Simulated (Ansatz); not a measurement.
Compare A (`C=COCCC`) with its isomer B (`CCCC(C)=O`).

Program: Ansatz. Geometries: PBE0-D4/def2-TZVP. ΔE: electronic, gas phase. CCSD(T)/CBS is the MP2 limit (def2-TZVPP, def2-QZVPP) plus CCSD(T) − MP2 in def2-TZVPP, frozen cores. Functionals use def2-TZVPP. B3LYP here is the variant with VWN-RPA as its local correlation; programs differ in this. Each species was taken in one conformer, which may not be the lowest.

A:

```xyz
16

C    -0.527    2.711   -0.485
C    -1.442    1.851   -0.046
O    -1.292    0.542    0.215
C    -0.008   -0.008    0.004
C    -0.048   -1.475    0.353
C     1.302   -2.139    0.148
H     0.499    2.440   -0.693
H    -0.817    3.740   -0.645
H    -2.463    2.159    0.152
H     0.725    0.522    0.627
H     0.285    0.136   -1.045
H    -0.809   -1.963   -0.263
H    -0.370   -1.580    1.393
H     1.262   -3.199    0.404
H     2.072   -1.677    0.773
H     1.630   -2.062   -0.892
```

B:

Z-matrix (Å, degrees):
```
C
C 1 1.519
H 1 1.094 2 111.7
H 1 1.093 2 110.9 3 119.4
H 1 1.092 2 111.3 3 -120.4
C 2 1.528 1 112.8 3 -60.7
H 2 1.094 1 109.7 3 178.5
H 2 1.095 1 110.1 3 62.4
C 6 1.511 2 113.9 1 61.7
H 6 1.097 2 109.3 1 -178.1
H 6 1.092 2 110.8 1 -59.4
C 9 1.507 6 117.1 2 56.1
O 9 1.207 6 121.6 2 -123.9
H 12 1.088 9 109.7 6 167.7
H 12 1.094 9 109.6 6 -72.9
H 12 1.093 9 111.3 6 45.2
```

Which isomer does CCSD(T)/CBS put lower? Give the gap. (Estimate.)

Ansatz gave: B, by 21.9 kcal/mol.

Give E(B) − E(A) in kcal/mol with r2SCAN-D4, CCSD/def2-TZVPP, ωB97M-V, CCSD(T)/def2-TZVPP, B3LYP-D4, B3LYP, HF/def2-TZVPP. (Best estimate.)

The calculation gave: r2SCAN-D4 -22.0, CCSD/def2-TZVPP -22.3, ωB97M-V -22.3, CCSD(T)/def2-TZVPP -22.3, B3LYP-D4 -21.3, B3LYP -20.2, HF/def2-TZVPP -22.0. None reverses the order clearly.

Largest T1 diagnostic: 0.012.

The D4 term adds −1.1 kcal/mol with B3LYP and −0.6 kcal/mol with PBE0; it sums over pairs of atoms, weighted by their polarisabilities, and B3LYP, whose exchange is more repulsive, gets the larger term.
